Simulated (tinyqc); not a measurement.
Coupled-perturbed Hartree-Fock on RHF in the sto-3g basis, for NH3, spin multiplicity 1, step by step (part 2 of 2). Computed by tinyqc, a small Python program that keeps every step (integrals from PySCF). Command: `OMP_NUM_THREADS=1 python tinyqc.py 20819 20820 out.jsonl` (the two numbers bound the seeds that draw the settings). One thread of a shared host (Intel(R) Xeon(R) Processor @ 2.60GHz), about 0.3 s of CPU time with the checks.

Geometry (angstrom):
```
atom         x         y        z
N      0.00000   0.00000  0.33800
H      1.07100   0.00000  0.00000
H     -0.53600   0.92800  0.00000
H     -0.53600  -0.92800  0.00000
```

## Convergence

Stop when the energy changes by less than 1e-10 hartree and every element of the error matrix X^T (F D S - S D F) X is below 3e-06.

Course of the cycle:
```
iteration  E (hartree)     change  largest element of the error matrix
1          -52.8145106          -                             7.16e-01
2          -55.2251447  -2.41e+00                             3.31e-01
3          -55.4192963  -1.94e-01                             4.48e-02
4          -55.4244803  -5.18e-03                             1.06e-02
5          -55.4248920  -4.12e-04                             2.55e-03
6          -55.4249191  -2.70e-05                             2.59e-04
7          -55.4249193  -2.60e-07                             2.05e-06
8          -55.4249193  -1.37e-11                             2.24e-07
```

PySCF RHF in the same basis = -55.4249193 hartree

Converged in 8 iterations.

## Populations, bond orders and dipole

D after iteration 8:
```
           1N 1s     1N 2s    1N 2px    1N 2py    1N 2pz     2H 1s     3H 1s     4H 1s
1N 1s    2.08485  -0.34293  -0.00001   0.00000  -0.10370  -0.06297  -0.06293  -0.06293
1N 2s   -0.34293   1.48290  -0.00005   0.00000   0.54898   0.15023   0.15029   0.15029
1N 2px  -0.00001  -0.00005   0.66834   0.00000   0.00004   0.58818  -0.29424  -0.29424
1N 2py   0.00000   0.00000   0.00000   0.66842   0.00000   0.00000   0.50955  -0.50955
1N 2pz  -0.10370   0.54898   0.00004   0.00000   1.68703  -0.27163  -0.27154  -0.27154
2H 1s   -0.06297   0.15023   0.58818   0.00000  -0.27163   0.60533  -0.17129  -0.17129
3H 1s   -0.06293   0.15029  -0.29424   0.50955  -0.27154  -0.17129   0.60560  -0.17127
4H 1s   -0.06293   0.15029  -0.29424  -0.50955  -0.27154  -0.17129  -0.17127   0.60560
```

overlap S:
```
          1N 1s    1N 2s    1N 2px    1N 2py    1N 2pz     2H 1s     3H 1s     4H 1s
1N 1s   1.00000  0.23504   0.00000   0.00000   0.00000   0.04493   0.04486   0.04486
1N 2s   0.23504  1.00000   0.00000   0.00000   0.00000   0.42811   0.42774   0.42774
1N 2px  0.00000  0.00000   1.00000   0.00000   0.00000   0.38067  -0.19029  -0.19029
1N 2py  0.00000  0.00000   0.00000   1.00000   0.00000   0.00000   0.32945  -0.32945
1N 2pz  0.00000  0.00000   0.00000   0.00000   1.00000  -0.12014  -0.11999  -0.11999
2H 1s   0.04493  0.42811   0.38067   0.00000  -0.12014   1.00000   0.15038   0.15038
3H 1s   0.04486  0.42774  -0.19029   0.32945  -0.11999   0.15038   1.00000   0.15031
4H 1s   0.04486  0.42774  -0.19029  -0.32945  -0.11999   0.15038   0.15031   1.00000
```

Mulliken: Z minus the diagonal of D S on the atom; Loewdin: the same with S^(1/2) D S^(1/2); Mayer order: 2 sum_s sum (D(s) S)_ij (D(s) S)_ji over the two atoms.

Charges (e):
```
atom  Mulliken   Loewdin
1N    -0.38416  -0.26191
2H     0.12817   0.08736
3H     0.12800   0.08728
4H     0.12800   0.08728
```

Mayer bond orders:
```
pair    order
2-1   0.95288
3-1   0.95294
3-2   0.01535
4-1   0.95294
4-2   0.01535
4-3   0.01534
```

dipole moment about the origin, x y z (debye): -0.00004  0.00000  -1.51780

## Integrals over molecular orbitals

coefficients C:
```
             MO1       MO2       MO3       MO4       MO5       MO6       MO7       MO8
1N 1s    0.99371  -0.22182   0.00006   0.00000  -0.07591  -0.17598   0.00000  -0.00034
1N 2s    0.02884   0.77218  -0.00032   0.00000   0.37994   1.07474   0.00000   0.00231
1N 2px   0.00000   0.00014   0.57807   0.00000   0.00014  -0.00169   0.00000   1.00477
1N 2py   0.00000   0.00000   0.00000   0.57811   0.00000   0.00000   1.00446   0.00000
1N 2pz  -0.00336  -0.09393  -0.00016   0.00000   0.91361  -0.46731   0.00000  -0.00096
2H 1s   -0.00550   0.16258   0.50874   0.00000  -0.13187  -0.65710   0.00000  -0.89316
3H 1s   -0.00549   0.16236  -0.25451   0.44070  -0.13198  -0.65897  -0.77211   0.44471
4H 1s   -0.00549   0.16236  -0.25451  -0.44070  -0.13198  -0.65897   0.77211   0.44471
```

core Hamiltonian H = T + V (hartree):
```
            1N 1s     1N 2s    1N 2px    1N 2py    1N 2pz     2H 1s     3H 1s     4H 1s
1N 1s   -25.60824  -5.89348  -0.00001   0.00000   0.01160  -1.13581  -1.13409  -1.13409
1N 2s    -5.89348  -7.65355  -0.00009   0.00000   0.13884  -2.76282  -2.76001  -2.76001
1N 2px   -0.00001  -0.00009  -6.34324   0.00000   0.00004  -2.08603   1.04259   1.04259
1N 2py    0.00000   0.00000   0.00000  -6.34307   0.00000   0.00000  -1.80508   1.80508
1N 2pz    0.01160   0.13884   0.00004   0.00000  -6.22925   0.69285   0.69194   0.69194
2H 1s    -1.13581  -2.76282  -2.08603   0.00000   0.69285  -4.27236  -0.85047  -0.85047
3H 1s    -1.13409  -2.76001   1.04259  -1.80508   0.69194  -0.85047  -4.27063  -0.84992
4H 1s    -1.13409  -2.76001   1.04259   1.80508   0.69194  -0.85047  -0.84992  -4.27063
```

Given earlier and not repeated: Two-electron integrals (ij|kl) in chemists' order.

(pq|rs) = sum C_ip C_jq C_kr C_ls (ij|kl), one index at a time.

one-electron integrals over orbitals h = C^T H C (hartree):
```
           1         2         3         4         5         6         7         8
1  -25.59206   0.44470  -0.00012   0.00000   0.13995   0.33423   0.00000   0.00063
2    0.44470  -6.24776  -0.00006   0.00000  -0.21621  -1.23002   0.00000  -0.00251
3   -0.00012  -0.00006  -5.28885   0.00000   0.00035   0.00287   0.00000  -1.34188
4    0.00000   0.00000   0.00000  -5.28818   0.00000   0.00000  -1.34204   0.00000
5    0.13995  -0.21621   0.00035   0.00000  -6.06740   0.49722   0.00000   0.00060
6    0.33423  -1.23002   0.00287   0.00000   0.49722  -4.45675   0.00000   0.00069
7    0.00000   0.00000   0.00000  -1.34204   0.00000   0.00000  -4.87856   0.00000
8    0.00063  -0.00251  -1.34188   0.00000   0.00060   0.00069   0.00000  -4.87864
```

Two-electron integrals over orbitals (pq|rs), unique and non-zero (hartree):
```
(11|11) 4.12875     (21|11) -0.34727    (21|21) 0.04609     (22|11) 0.83641
(22|21) -0.01036    (22|22) 0.59588     (31|11) 0.00009     (31|21) -9.39e-06
(31|22) 1.20e-05    (31|31) 0.00864     (32|11) -5.31e-06   (32|21) 6.03e-06
(32|22) 0.00008     (32|31) 0.01392     (32|32) 0.11868     (33|11) 0.67748
(33|21) -0.00367    (33|22) 0.53652     (33|31) 0.00255     (33|32) 0.04813
(33|33) 0.55460     (41|41) 0.00864     (42|41) 0.01392     (42|42) 0.11859
(43|41) -0.00256    (43|42) -0.04819    (43|43) 0.04468     (44|11) 0.67739
(44|21) -0.00367    (44|22) 0.53640     (44|31) -0.00255    (44|32) -0.04818
(44|33) 0.46536     (44|44) 0.55458     (51|11) -0.11694    (51|21) 0.01337
(51|22) -0.01038    (51|31) -5.75e-06   (51|32) -1.28e-06   (51|33) -0.00365
(51|44) -0.00365    (51|51) 0.02423     (52|11) 0.07148     (52|21) -0.00566
(52|22) -0.00762    (52|31) -3.09e-07   (52|32) -4.80e-06   (52|33) -0.00031
(52|44) -0.00031    (52|51) 0.02177     (52|52) 0.10624     (53|11) -0.00009
(53|21) 3.39e-06    (53|22) -3.04e-05   (53|31) 0.00242     (53|32) -0.00528
(53|33) -0.01001    (53|44) 0.00998     (53|51) -6.60e-06   (53|52) -3.05e-05
(53|53) 0.02772     (54|41) 0.00242     (54|42) -0.00528    (54|43) 0.01001
(54|54) 0.02773     (55|11) 0.93517     (55|21) -0.01139    (55|22) 0.60242
(55|31) 9.22e-07    (55|32) -7.88e-06   (55|33) 0.52575     (55|44) 0.52570
(55|51) 0.01153     (55|52) 0.08492     (55|53) -0.00007    (55|55) 0.75120
(61|11) -0.27363    (61|21) 0.03751     (61|22) -0.00580    (61|31) -3.05e-05
(61|32) -3.10e-05   (61|33) -0.00209    (61|44) -0.00208    (61|51) 0.00344
(61|52) -0.01266    (61|53) -1.42e-06   (61|55) -0.01380    (61|61) 0.03327
(62|11) 0.30027     (62|21) -0.00801    (62|22) 0.11804     (62|31) -1.72e-05
(62|32) -0.00009    (62|33) 0.06829     (62|44) 0.06827     (62|51) -0.01270
(62|52) -0.01520    (62|53) -3.94e-05   (62|55) 0.12697     (62|61) -0.00263
(62|62) 0.08802     (63|11) -0.00064    (63|21) 1.30e-05    (63|22) -0.00028
(63|31) 0.00437     (63|32) -0.02794    (63|33) -0.03605    (63|44) 0.03574
(63|51) 1.89e-06    (63|52) -0.00007    (63|53) 0.01292     (63|55) -0.00033
(63|61) -4.82e-07   (63|62) -0.00021    (63|63) 0.06127     (64|41) 0.00437
(64|42) -0.02802    (64|43) 0.03597     (64|54) 0.01297     (64|64) 0.06147
(65|11) -0.10716    (65|21) -0.00075    (65|22) -0.05666    (65|31) -1.07e-05
(65|32) -0.00007    (65|33) -0.02672    (65|44) -0.02664    (65|51) 0.01235
(65|52) 0.03406     (65|53) -3.20e-05   (65|55) -0.04874    (65|61) -0.00518
(65|62) -0.04981    (65|63) 0.00010     (65|65) 0.04015     (66|11) 0.67592
(66|21) -0.00712    (66|22) 0.50910     (66|31) -3.31e-05   (66|32) -0.00031
(66|33) 0.47844     (66|44) 0.47874     (66|51) -0.01768    (66|52) -0.04858
(66|53) 0.00006     (66|55) 0.47798     (66|61) 0.00012     (66|62) 0.07235
(66|63) 4.69e-05    (66|65) -0.04532    (66|66) 0.49677     (71|41) 0.01288
(71|42) 0.01942     (71|43) -0.00333    (71|54) 0.00364     (71|64) 0.00604
(71|71) 0.01926     (72|41) 0.01161     (72|42) 0.03430     (72|43) 0.01285
(72|54) 0.01815     (72|64) 0.03884     (72|71) 0.01639     (72|72) 0.05625
(73|41) 0.00205     (73|42) 0.04042     (73|43) -0.01539    (73|54) -0.00924
(73|64) -0.03044    (73|71) 0.00319     (73|72) -0.00372    (73|73) 0.03431
(74|11) 0.30584     (74|21) -0.00574    (74|22) 0.11623     (74|31) 0.00205
(74|32) 0.04044     (74|33) 0.08891     (74|44) 0.05818     (74|51) 0.00018
(74|52) 0.03684     (74|53) -0.00925    (74|55) 0.15579     (74|61) -0.00513
(74|62) 0.07909     (74|63) -0.03053    (74|65) -0.02946    (74|66) 0.04209
(74|74) 0.13637     (75|41) 0.00558     (75|42) 0.03965     (75|43) -0.01695
(75|54) 0.01790     (75|64) -0.01723    (75|71) 0.00817     (75|72) 0.01278
(75|73) 0.01537     (75|75) 0.03718     (76|41) 0.01069     (76|42) 0.09646
(76|43) -0.05048    (76|54) -0.01680    (76|64) -0.04775    (76|71) 0.01533
(76|72) 0.00615     (76|73) 0.04735     (76|75) 0.03152     (76|76) 0.10458
(77|11) 0.78297     (77|21) -0.00821    (77|22) 0.54280     (77|31) 0.00012
(77|32) -0.02830    (77|33) 0.47493     (77|44) 0.54875     (77|51) -0.00253
(77|52) 0.01495     (77|53) 0.01195     (77|55) 0.55377     (77|61) -0.00614
(77|62) 0.07956     (77|63) 0.03848     (77|65) -0.02618    (77|66) 0.48683
(77|74) 0.07706     (77|77) 0.57285     (81|11) -0.00053    (81|21) 0.00008
(81|22) 2.44e-07    (81|31) 0.01288     (81|32) 0.01943     (81|33) 0.00331
(81|44) -0.00333    (81|51) 8.93e-06    (81|52) -2.01e-05   (81|53) 0.00364
(81|55) -2.44e-05   (81|61) 3.06e-05    (81|62) -3.48e-05   (81|63) 0.00604
(81|65) -2.26e-05   (81|66) -0.00005    (81|74) 0.00319     (81|77) 0.00032
(81|81) 0.01927     (82|11) 0.00063     (82|21) -1.39e-05   (82|22) 0.00025
(82|31) 0.01160     (82|32) 0.03425     (82|33) -0.01275    (82|44) 0.01300
(82|51) -2.09e-05   (82|52) -2.62e-06   (82|53) 0.01816     (82|55) 0.00027
(82|61) -3.57e-05   (82|62) 0.00009     (82|63) 0.03884     (82|65) -0.00011
(82|66) 0.00010     (82|74) -0.00356    (82|77) 0.02309     (82|81) 0.01639
(82|82) 0.05625     (83|11) 0.30583     (83|21) -0.00575    (83|22) 0.11615
(83|31) -0.00205    (83|32) -0.04050    (83|33) 0.05816     (83|44) 0.08896
(83|51) 0.00018     (83|52) 0.03684     (83|53) 0.00920     (83|55) 0.15578
(83|61) -0.00512    (83|62) 0.07910     (83|63) 0.03018     (83|65) -0.02940
(83|66) 0.04239     (83|74) 0.06983     (83|77) 0.10109     (83|81) -0.00320
(83|82) 0.00394     (83|83) 0.13644     (84|41) 0.00206     (84|42) 0.04038
(84|43) -0.01533    (84|54) -0.00920    (84|64) -0.03032    (84|71) 0.00321
(84|72) -0.00363    (84|73) 0.03213     (84|75) 0.01535     (84|76) 0.04727
(84|84) 0.03420     (85|11) -0.00013    (85|21) -9.16e-07   (85|22) -0.00005
(85|31) 0.00558     (85|32) 0.03966     (85|33) 0.01686     (85|44) -0.01696
(85|51) 2.44e-05    (85|52) 0.00008     (85|53) 0.01791     (85|55) -4.26e-05
(85|61) -2.50e-05   (85|62) -0.00011    (85|63) -0.01717    (85|65) -1.15e-06
(85|66) -0.00018    (85|74) 0.01534     (85|77) -0.01110    (85|81) 0.00818
(85|82) 0.01278     (85|83) -0.01543    (85|85) 0.03718     (86|11) -0.00013
(86|21) 3.46e-06    (86|22) 2.84e-05    (86|31) 0.01069     (86|32) 0.09641
(86|33) 0.05022     (86|44) -0.05036    (86|51) -2.71e-05   (86|52) -0.00011
(86|53) -0.01674    (86|55) -0.00011    (86|61) -1.64e-05   (86|62) -4.39e-05
(86|63) -0.04747    (86|65) -0.00010    (86|66) -0.00031    (86|74) 0.04724
(86|77) -0.04097    (86|81) 0.01533     (86|82) 0.00618     (86|83) -0.04746
(86|85) 0.03148     (86|86) 0.10431     (87|41) 0.00014     (87|42) -0.02811
(87|43) 0.03687     (87|54) 0.01195     (87|64) 0.03864     (87|71) 0.00036
(87|72) 0.02294     (87|73) -0.01192    (87|75) -0.01102    (87|76) -0.04087
(87|84) -0.01185    (87|87) 0.03993     (88|11) 0.78309     (88|21) -0.00822
(88|22) 0.54288     (88|31) -0.00008    (88|32) 0.02865     (88|33) 0.54897
(88|44) 0.47473     (88|51) -0.00253    (88|52) 0.01496     (88|53) -0.01205
(88|55) 0.55382     (88|61) -0.00614    (88|62) 0.07961     (88|63) -0.03903
(88|65) -0.02624    (88|66) 0.48659     (88|74) 0.10123     (88|77) 0.49263
(88|81) -0.00028    (88|82) -0.02274    (88|83) 0.07686     (88|85) 0.01115
(88|86) 0.04121     (88|88) 0.57320
```

## Response to a field: uncoupled start

orbital energies (hartree): MO1 -15.29800, MO2 -1.01798, MO3 -0.52375, MO4 -0.52353, MO5 -0.32405, MO6 0.49940, MO7 0.64452, MO8 0.64500

dipole integrals <a|z|i> (bohr):
```
          i1       i2        i3       i4        i5
a6  -0.03162  0.04680  -0.00067  0.00000  -0.01027
a7   0.00000  0.00000   0.00000  0.37008   0.00000
a8  -0.00006  0.00021   0.37016  0.00000   0.00002
```

Field along z; U_ai = -mu_ai / (e_a - e_i), alpha = -4 sum U_ai mu_ai.

uncoupled U:
```
         i1        i2        i3        i4        i5
a6  0.00200  -0.03085   0.00065   0.00000   0.01248
a7  0.00000   0.00000   0.00000  -0.31683   0.00000
a8  0.00000  -0.00013  -0.31671   0.00000  -0.00002
```

uncoupled polarisability = 0.94449 bohr^3

## Coupled step 1

U_ai = -(mu_ai + sum_bj [4 (ai|bj) - (ab|ij) - (aj|bi)] U_bj) / (e_a - e_i); alpha = -4 sum U_ai mu_ai.

U after step 1:
```
         i1        i2        i3        i4        i5
a6  0.00058   0.04062   0.00055   0.00000  -0.05033
a7  0.00000   0.00000   0.00000  -0.29192   0.00000
a8  0.00000  -0.00001  -0.29183   0.00000  -0.00009
```

polarisability = 0.85464 bohr^3

## Coupled step 2

As before.

U after step 2:
```
         i1        i2        i3        i4        i5
a6  0.00066   0.04204   0.00059   0.00000  -0.06377
a7  0.00000   0.00000   0.00000  -0.30906   0.00000
a8  0.00000  -0.00001  -0.30896   0.00000  -0.00010
```

polarisability = 0.90455 bohr^3

## Coupled polarisability

Repeat until U stops changing; compare with -d2E/dF2.

Course of the coupled iterations:
```
step  alpha (bohr^3)
0            0.94449
1            0.85464
2            0.90455
3            0.90395
4            0.90731
5            0.90776
6            0.90811
7            0.90822
8            0.90827
9            0.90830
10           0.90831
11           0.90831
12           0.90832
13           0.90832
14           0.90832
15           0.90832
16           0.90832
17           0.90832
18           0.90832
19           0.90832
20           0.90832
21           0.90832
22           0.90832
```

coupled polarisability = 0.90832 bohr^3

finite-field check, fields of +/-0.001 au = 0.90832 bohr^3
